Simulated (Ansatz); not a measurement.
**Redistribution: C3H7F + C3H5Cl → C2H4ClF + C4H8**

Species: C3H7F (2-fluoropropane) `CC(C)F`, singlet; C3H5Cl `C/C=C/Cl`, singlet; C2H4ClF (1-chloro-1-fluoroethane) `CC(F)Cl`, singlet; C4H8 (trans-2-butene) `C/C=C/C`, singlet. The partners trade CH3 for Cl; both sit on C, so the bond types are kept.

Shapes, held fixed at every level: PBE0-D4/def2-TZVP. Programs: Ansatz 0.2.0. The zero-point and thermal change to 298 K, harmonic and unscaled (PBE0-D4/def2-TZVP), is -0.1 kJ/mol.

| level | kind | ΔH(298 K) (kJ/mol) | less CCSD(T)/CBS estimate | CPU time (sum over the molecules) |
| --- | --- | --- | --- | --- |
| HF/def2-SVP | Hartree–Fock | -2.2 | -3.0 | – |
| SPW92/def2-TZVPP | LDA | -1.2 | -2.0 | 14 s |
| r2SCAN-D4/def2-TZVPP | meta-GGA | -0.5 | -1.3 | 39 s |
| BHLYP-D4/def2-TZVPP | global hybrid | 0.0 | -0.8 | 26 s |
| wB97M-V/def2-TZVPP | range-separated hybrid | -0.6 | -1.4 | 91 s |
| MP2/def2-TZVPP | perturbation theory | +0.3 | -0.5 | – |
| CCSD(T)/CBS estimate | coupled cluster or CI | +0.8 | 0.0 | 14 min |

The highest level, CCSD(T)/CBS estimate, gives ΔH(298 K) = +0.8 kJ/mol; the levels span -2.2 to +0.8. That is about zero within the method's error. They disagree on the sign: 3 of 7 are positive. The column of differences is taken from that level and isn't an error. No measured value is set beside it here. The CBS estimate extrapolates MP2 from def2-TZVPP and def2-QZVPP and adds CCSD(T) − MP2 in the triple-zeta set, cores frozen. Times are processor times on shared x86 and Arm servers, and rough.
